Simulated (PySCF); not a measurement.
Stepwise substitution at one centre (Al F-SiH3). Gas-phase values, no solvent. Strings in code marks are SMILES.

The HOMO–LUMO gap from two functionals at the same geometries (PBE0-D4/def2-TZVP), both in PySCF: PBE-D3(BJ)/def2-TZVP and B3LYP-D3(BJ)/def2-TZVP. B3LYP has the VWN-RPA correlation part, as in Gaussian. 

| species | PBE-D3(BJ)/def2-TZVP (eV) |
|---|---|
| 0 of 3 F replaced by SiH3 (`[F][Al]([F])[F]`) | 7.24 |
| 1 of 3 F replaced by SiH3 (`[F][Al]([F])[SiH3]`) | 5.28 |
| 2 of 3 F replaced by SiH3 (`[SiH3][Al]([F])[SiH3]`) | 3.46 |
| 3 of 3 F replaced by SiH3 (`[SiH3][Al]([SiH3])[SiH3]`) | 2.94 |

Question: What does B3LYP-D3(BJ)/def2-TZVP give for each?

Answer: 
- 0 of 3 F replaced by SiH3 (`[F][Al]([F])[F]`): 9.53
- 1 of 3 F replaced by SiH3 (`[F][Al]([F])[SiH3]`): 6.81
- 2 of 3 F replaced by SiH3 (`[SiH3][Al]([F])[SiH3]`): 4.87
- 3 of 3 F replaced by SiH3 (`[SiH3][Al]([SiH3])[SiH3]`): 4.33
Over these rows, drawn at random from the members with no instability flagged (it was tested for open shells, ions and some series alone), PBE minus B3LYP-D3(BJ): mean -1.65 eV, from -2.29 eV to -1.39 eV.
